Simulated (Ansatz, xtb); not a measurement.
**C4H2N−: which of two structures lies lower**

Structure X is a singlet given by its coordinates and structure Y is a singlet given by its coordinates. Both are isolated ions in the gas phase, relaxed with r2SCAN-D4/def2-SVPD.

X (Å):

```tsv
atom	x (Å)	y (Å)	z (Å)
C	-1.4812	1.6488	-2.7430
C	-1.7477	1.1920	-1.6034
C	-1.8909	0.6842	-0.3728
C	-2.0645	0.2308	0.7927
N	-2.2463	-0.3470	1.9175
H	-1.8758	2.0726	-3.6545
H	-2.2265	0.2944	2.7115
```

Close contacts (Å): C1–C2 1.26, C2–C3 1.34, C3–C4 1.26, C4–N5 1.28, C1–H6 1.08, N5–H7 1.02.

Y (Å):

```xyz
7

C    -1.6941   -0.4717   -1.9311
C    -1.7564    0.4646   -1.0934
C    -1.6616    1.4580   -0.1365
C    -2.2361    1.3836    1.1402
N    -2.7052    1.3626    2.2219
H    -2.3047   -0.8088   -2.7647
H    -1.1206    2.3835   -0.3712
```

Close contacts (Å): C1–C2 1.26, C2–C3 1.38, C3–C4 1.40, C4–N5 1.18, C1–H6 1.09, C3–H7 1.10.

Quicker runs give these differences E(Y) − E(X): GFN2-xTB −17.5 kcal/mol; HF/STO-3G −50.3 kcal/mol (at GFN2-xTB geometries); r2SCAN-D4/def2-SVPD//GFN2-xTB −19.8 kcal/mol.

Problem. Estimate E(Y) − E(X) at the level CCSD(T)/def2-SVPD + ΔMP2/def2-TZVPPD.

Solution. Calculated at CCSD(T)/def2-SVPD + ΔMP2/def2-TZVPPD: E(Y) − E(X) = −29.0 kcal/mol, so structure Y lies lower.

The same difference at several levels:

```json
{"level": "GFN2-xTB", "geometry": "GFN2-xTB", "E(Y) − E(X) (kcal/mol)": "−17.5", "departure from the last row (kcal/mol)": "+11.5", "job, with rough time for the two": "optimisation, 0.23 s"}
{"level": "HF/STO-3G", "geometry": "GFN2-xTB", "E(Y) − E(X) (kcal/mol)": "−50.3", "departure from the last row (kcal/mol)": "−21.2", "job, with rough time for the two": "single point, 0.73 s"}
{"level": "r2SCAN-D4/def2-SVPD//GFN2-xTB", "geometry": "GFN2-xTB", "E(Y) − E(X) (kcal/mol)": "−19.8", "departure from the last row (kcal/mol)": "+9.3", "job, with rough time for the two": "single point, 3.3 s"}
{"level": "r2SCAN-D4/def2-SVPD", "geometry": "r2SCAN-D4/def2-SVPD", "E(Y) − E(X) (kcal/mol)": "−20.3", "departure from the last row (kcal/mol)": "+8.7", "job, with rough time for the two": "optimisation, 65 s"}
{"level": "HF/def2-SVPD", "geometry": "r2SCAN-D4/def2-SVPD", "E(Y) − E(X) (kcal/mol)": "−35.4", "departure from the last row (kcal/mol)": "−6.4", "job, with rough time for the two": "part of the CCSD(T) run"}
{"level": "MP2/def2-SVPD", "geometry": "r2SCAN-D4/def2-SVPD", "E(Y) − E(X) (kcal/mol)": "−26.5", "departure from the last row (kcal/mol)": "+2.6", "job, with rough time for the two": "part of the CCSD(T) run"}
{"level": "CCSD(T)/def2-SVPD", "geometry": "r2SCAN-D4/def2-SVPD", "E(Y) − E(X) (kcal/mol)": "−29.1", "departure from the last row (kcal/mol)": "−0.1", "job, with rough time for the two": "single point"}
{"level": "CCSD(T)/def2-SVPD + ΔMP2/def2-TZVPPD", "geometry": "r2SCAN-D4/def2-SVPD", "E(Y) − E(X) (kcal/mol)": "−29.0", "departure from the last row (kcal/mol)": "", "job, with rough time for the two": "single point, 38 s"}
```

The levels shown agree on the order. The largest departure from CCSD(T)/def2-SVPD + ΔMP2/def2-TZVPPD is that of HF/STO-3G, 21.2 kcal/mol. The last row adds to CCSD(T) the change of the MP2 difference between the two basis sets, here +0.1 kcal/mol.

With harmonic frequencies from r2SCAN-D4/def2-SVPD (ideal gas, rigid rotor, one conformer each, 298.15 K, 1 atm): the zero-point term adds +0.4 kcal/mol; ΔH is −29.0 and ΔG −28.9 kcal/mol.

The correlated steps freeze 5 core orbitals. Codes used: Ansatz 0.2.0, xtb 6.7.1; the last row on 2 threads of Arm Neoverse V1 on a shared host.
